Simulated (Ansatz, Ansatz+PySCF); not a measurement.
```csv
atom,x (Å),y (Å),z (Å)
C,1.3566,0.0132,-0.0293
C,0.7336,1.2373,-0.0184
C,-0.7330,1.1837,-0.0253
C,-1.3997,-0.0477,-0.0141
C,-0.7171,-1.2376,-0.0352
C,0.7418,-1.1853,-0.0042
H,2.4791,0.0123,-0.0476
H,1.2939,2.1553,0.0015
H,-1.2833,2.1480,0.0302
H,-2.4381,-0.0013,0.0031
H,-1.2206,-2.1799,0.0363
H,1.2124,-2.1906,0.0144
```

RHF on singlet C6H6 was run in several spherical basis sets with Ansatz (development build ahead of 0.2.0).

Q: Rank the basis sets by the total energy that they give, lowest first, with the distance from the lowest.
A. def2-SVP
B. 6-31G
C. cc-pVDZ
D. def2-TZVP
E. 6-31G(d)
F. STO-3G

A: D (0.00 eV), C (1.68 eV), E (2.25 eV), B (4.37 eV), A (6.75 eV), F (78.82 eV).

Totals follow the description of the cores as much as that of the bonds, so this order isn't one of quality for chemistry.
